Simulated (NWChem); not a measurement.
Total energies of NO

```
N
O 1 1.1424
```
Charge 0, spin multiplicity 2.

The numbers come from NWChem runs, not from measurements. All single points use one geometry, from UPBE0/def2-SVP, a minimum by its harmonic frequencies.

Basis set: cc-pVTZ (60 functions).

```
method      total energy (Ha)
----------  -----------------
UHF                -129.29774
UMP2               -129.69341
UB2PLYP            -129.85934
UPBE               -129.80849
UB3LYP             -129.94049
UBHandHLYP         -129.87246
```

Total energies of different functionals aren't comparable as a measure of quality: only differences taken within one method are. 

The correlated methods keep 2 core orbitals frozen. B3LYP has NWChem's definition, with VWN1-RPA local correlation. The structure started from a generated list of species. The unpaired electrons of the parent sit in orbitals of symmetry b2 (C2v labels of the run); other states weren't searched. No SCF solution was tested for a lower state. Open-shell Hartree-Fock references start from PBE0 orbitals.
